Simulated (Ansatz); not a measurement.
Species: CH3S, charge -1, multiplicity 1. It need not be the lowest isomer of its formula. Whether it binds its extra electron was not tested at this geometry. SMILES: C[S-]
Coordinates optimised at B3LYP-D3(BJ)/def2-TZVP (Ansatz, a program for electronic structure):
```xyz
5

C     -0.0241     1.1232     0.0188
S      0.0153    -0.7098    -0.0119
H     -1.0502     1.5179     0.0084
H      0.4607     1.5353     0.9153
H      0.4902     1.5653    -0.8465
```
Charge -1, spin multiplicity 1.

Parts of the frozen-core correlation energy in STO-3G (Ansatz, hartree). Frozen orbitals: 6; correlated occupied orbitals by spin: 7 and 7; virtual: 4 and 4. No spin-orbit coupling. Non-relativistic.

```
term                            value
-------------------------  ----------
reference (HF)             -432.10430
MP2 opposite-spin            -0.05989
MP2 same-spin                       …
CCSD correlation                    …
(T)                                 …
FCI minus CCSD(T)            -0.00022
T1 diagnostic                   0.006
largest doubles amplitude       0.098
```

### Question
Complete the blanks.

### Answer

- MP2 same-spin, value: -0.00604
- CCSD correlation, value: -0.08833
- (T), value: -0.00051
